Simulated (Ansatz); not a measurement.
**One shape, several levels: CO (carbon monoxide)**

Aim: a comparison of 6 runs (B2PLYP/STO-3G, BHLYP/STO-3G, SVWN5/STO-3G, MP2/STO-3G, CCSDTQ/STO-3G, CCSD(T)/STO-3G) of CO (carbon monoxide). 

The calculation is run with Ansatz 0.2.0.

38 further runs of the same task are left out: 10 that didn't finish, 28 set aside as unsound or not needed.

## 1. The molecule

CO has 2 atoms, charge 0, and is taken as a singlet. As SMILES, `[C-]#[O+]`. The O2–C1 distance was set to 1.404 Å, away from the relaxed value.

Bond lengths: C1–O2 1.404 Å.

## 2. A single-point energy at B2PLYP/STO-3G (run 1)

input.yaml reads:

```yaml
crystal:
  periodic: [false, false, false]
  atoms:
    - {symbol: C, position_ang: [0.719881, -0.232660, 0.370816]}
    - {symbol: O, position_ang: [-0.479900, 0.155100, -0.247200]}
basis:
  gaussian: {orbitals: STO-3G}
hamiltonian: {xc: {name: B2PLYP}}
correlation: {frozen_orbitals: {C: 1, O: 1}}
accuracy: high
```

Run with:

```
$ ansatz run input.yaml --threads 1 --pin off --max-ram 2610MiB --events-out events.jsonl --progress --plain --runs-dir runs
```

The program printed:

```text
Warning: RAYON_NUM_THREADS=1 ignored (pool sized by the plan → 1); use --threads N
Functional definition: B2PLYP
  name "B2PLYP"
  parameter a = 0.53
  parameter c = 0.27
  exchange = (1 - a)*b88_x + a*exact_x
  correlation = (1 - c)*lyp_c + c*(mp2_os + mp2_ss)
149 factors; integrals over basis functions are off by at most 2.3e-8 eV
mean field evaluation 1: about -3031.6323 eV, gradient 3.0e1 eV
mean field evaluation 2: about -3031.6131 eV, gradient 3.0e1 eV
mean field evaluation 4: about -3034.2211 eV, gradient 5.4e0 eV
mean field evaluation 8: about -3034.2906 eV, gradient 2.9e-2 eV
mean field evaluation 16: about -3034.2906 eV, gradient 2.6e-9 eV
mean field -3034.29060966 eV, -111.5081231890 hartree, gradient 2.1e-9 eV, S^2 0.000000; 0 other end points of the search recorded, 0 dependent functions left out; unrestricted orbitals would lower it
2 core orbitals not correlated: weight in the atoms' cores, before any rotation towards them, 1.000 or more for the frozen orbitals, at most 0.000 for the correlated occupied ones
reference -3034.29061903 eV, -111.5081235331 hartree; 5, 5 occupied and 3, 3 virtual orbitals, 149 factors
second order -8.33908116 eV of doubles, -0.00000000 eV of singles
Total energy: -3036.54217094 eV, -111.5908665398 hartree
```

It took 0.38 s on 1 thread of Intel Xeon Platinum 8375C at 2.90GHz (Ice Lake), shared host.

## 3. A single-point energy at BHLYP/STO-3G (run 2)

input.yaml reads:

```yaml
crystal:
  periodic: [false, false, false]
  atoms:
    - symbol: C
      position_ang: [0.719881, -0.232660, 0.370816]
    - symbol: O
      position_ang: [-0.479900, 0.155100, -0.247200]
basis:
  gaussian:
    orbitals: STO-3G
hamiltonian:
  xc: {name: BHLYP}
accuracy: high
```

Run with:

```
$ ansatz run input.yaml --threads 1 --pin off --max-ram 2610MiB --events-out events.jsonl --progress --plain --runs-dir runs
```

The program printed:

```text
Warning: RAYON_NUM_THREADS=1 ignored (pool sized by the plan → 1); use --threads N
Functional definition: BHLYP
  name "BHLYP"
  parameter a = 0.5
  exchange = (1 - a)*b88_x + a*exact_x
  correlation = lyp_c
149 factors; integrals over basis functions are off by at most 2.3e-8 eV
mean field evaluation 1: about -3035.3115 eV, gradient 3.0e1 eV
mean field evaluation 2: about -3009.6206 eV, gradient 1.1e2 eV
mean field evaluation 4: about -3037.9043 eV, gradient 3.7e-1 eV
mean field evaluation 8: about -3037.8747 eV, gradient 2.5e-1 eV
mean field evaluation 16: about -3037.8749 eV, gradient 1.3e-6 eV
mean field -3037.87488171 eV, -111.6398427573 hartree, gradient 1.0e-8 eV, S^2 0.000000; 0 other end points of the search recorded, 0 dependent functions left out
reference -3037.87489168 eV, -111.6398431239 hartree; 7, 7 occupied and 3, 3 virtual orbitals, 149 factors
Total energy: -3037.87489168 eV, -111.6398431239 hartree
```

Wall time 0.28 s (1 thread of Intel Xeon Platinum 8375C at 2.90GHz (Ice Lake), shared host).

## 4. The energy at SVWN5/STO-3G (run 3)

input.yaml reads:

```yaml
basis:
  gaussian:
    orbitals: STO-3G
crystal:
  periodic: [false, false, false]
  atoms:
    - symbol: C
      position_ang: [0.719881, -0.232660, 0.370816]
    - symbol: O
      position_ang: [-0.479900, 0.155100, -0.247200]
accuracy: high
hamiltonian:
  xc: {name: SVWN5}
```

Run with:

```
$ ansatz run input.yaml --threads 1 --pin off --max-ram 2610MiB --events-out events.jsonl --progress --plain --runs-dir runs
```

The program printed:

```text
Warning: RAYON_NUM_THREADS=1 ignored (pool sized by the plan → 1); use --threads N
Functional definition: SVWN5
  name "SVWN5"
  exchange = slater_x
  correlation = vwn5_c
149 factors; integrals over basis functions are off by at most 2.3e-8 eV
mean field evaluation 1: about -3015.3761 eV, gradient 6.5e0 eV
mean field evaluation 2: about -3014.0711 eV, gradient 2.6e1 eV
mean field evaluation 4: about -3015.5619 eV, gradient 8.7e-1 eV
mean field evaluation 8: about -3015.4978 eV, gradient 7.5e-2 eV
mean field evaluation 16: about -3015.4978 eV, gradient 3.1e-8 eV
mean field -3015.49779189 eV, -110.8174998740 hartree, gradient 3.1e-8 eV, S^2 0.000000; 0 other end points of the search recorded, 0 dependent functions left out
reference -3015.49779264 eV, -110.8174999017 hartree; 7, 7 occupied and 3, 3 virtual orbitals, 149 factors
Total energy: -3015.49779264 eV, -110.8174999017 hartree
```

It took 0.2 s on 1 thread of Intel Xeon Platinum 8375C at 2.90GHz (Ice Lake), shared host.

Runs 4 to 5 aren't shown in full; the table further down has their settings and results.

## 5. The energy at CCSD(T)/STO-3G (run 6)

in.yaml reads:

```yaml
crystal:
  periodic: [false, false, false]
  atoms:
    - symbol: C
      position_ang: [0.719881, -0.232660, 0.370816]
    - symbol: O
      position_ang: [-0.479900, 0.155100, -0.247200]
basis:
  gaussian: {orbitals: STO-3G}
scf: {omitted_lower_state_checks: [cluster_reference, increment]}
accuracy: high
correlation: {method: ccsd_t, frozen_orbitals: {C: 1, O: 1}}
```

Run with:

```
$ ansatz run in.yaml --threads 1 --pin off --max-ram 2610MiB --events-out events.jsonl --progress --plain --runs-dir runs
```

The program printed:

```text
Warning: RAYON_NUM_THREADS=1 ignored (pool sized by the plan → 1); use --threads N
[... 12 lines left out ...]
2 core orbitals not correlated: weight in the atoms' cores, before any rotation towards them, 1.000 or more for the frozen orbitals, at most 0.000 for the correlated occupied ones
[... 23 lines left out ...]
Total energy: -3029.04385018 eV, -111.3153083344 hartree
Checks for a lower state left out: cluster_reference, increment
```

Run time: 0.12 s. Hardware: 1 thread of Intel Xeon Platinum 8375C at 2.90GHz (Ice Lake), shared host.

## 6. All runs side by side

| run | level | frozen core orbitals | energy (Eh) | wall time |
| --- | --- | --- | --- | --- |
| 1 | B2PLYP/STO-3G | 2 | -111.590867 | 0.38 s |
| 2 | BHLYP/STO-3G | – | -111.639843 | 0.28 s |
| 3 | SVWN5/STO-3G | – | -110.817500 | 0.2 s |
| 4 | MP2/STO-3G | 2 | -111.311257 | 0.06 s |
| 5 | CCSDTQ/STO-3G | 2 | -111.315593 | 1.9 s |
| 6 | CCSD(T)/STO-3G | 2 | -111.315308 | 0.12 s |

## 7. Outcome

| quantity | value |
| --- | --- |
| run 6: total energy | -111.31531 Eh |
| run 6: correlation energy (2 core orbitals frozen) | -204.0 mEh |
| run 6: (T) correction | -22.89 mEh |
| run 6: T1 diagnostic | 0.052 |

What this shows: Totals of different functionals can't be ranked against each other. In run 6 the T1 diagnostic is large, so a single reference may not serve. In runs 1, 4, 5, 6 the log says that unrestricted orbitals would lower the reference, so the values rest on an unstable closed-shell determinant (other closed-shell runs at this shape may share the fault). In runs 1, 2, 3, 4, 5, 6 the basis is minimal, so the values are rough. All runs together took 3 s, the longest 1.9 s.
